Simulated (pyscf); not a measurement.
Structures and frequencies: ωB97X-D3(BJ)/def2-SVP in PySCF. Correlated levels are frozen-core, on RHF or UHF. ΔMP2 is the change of the MP2 total energy from the triple- to the quadruple-zeta basis.

H₃C–InH₂ (SMILES [CH3][InH2]) + HF (SMILES F) -> CH₄ (SMILES C) + F–InH₂ (SMILES [F][InH2])
Surface: singlet. Broken: C–In, F–H. Formed: C–H, F–In. Give ΔE‡ and ΔE from CCSD(T)/def2-TZVPP + ΔMP2(QZVPP), relative to the separated reactants.

ΔE‡ = 0.23 eV, ΔE = -1.04 eV. Zero-point energy shifts the barrier by +0.01 eV. It is a four-centre exchange, with an imaginary mode of 1041i cm⁻¹. On the reactant side the descent ends in an adduct with a F–In contact, 0.29 eV under the separated species and 0.40 eV under the saddle at ωB97X-D3(BJ)/def2-TZVP. On the product side the descent ends in a complex, 0.19 eV under the separated species and 1.43 eV under the saddle at ωB97X-D3(BJ)/def2-TZVP. What is counted as formed (F–In) is already present as a longer contact in the reactant adduct; forming that adduct is a step of its own. At ωB97X-D3(BJ)/def2-TZVP the barrier from the zero used here is 0.11 eV. One saddle was located; it need not be the lowest between these sides. The CCSD(T) − MP2 part came from Ansatz, without density fitting, on the same reference. The frozen core leaves the outer d or s,p core shells of the metals and heavy elements correlated in the MP2 and CC values, and def2-TZVPP describes them poorly, which can shift differences by a few kcal/mol. Elements past Kr carry the def2 core potentials, without spin-orbit coupling.
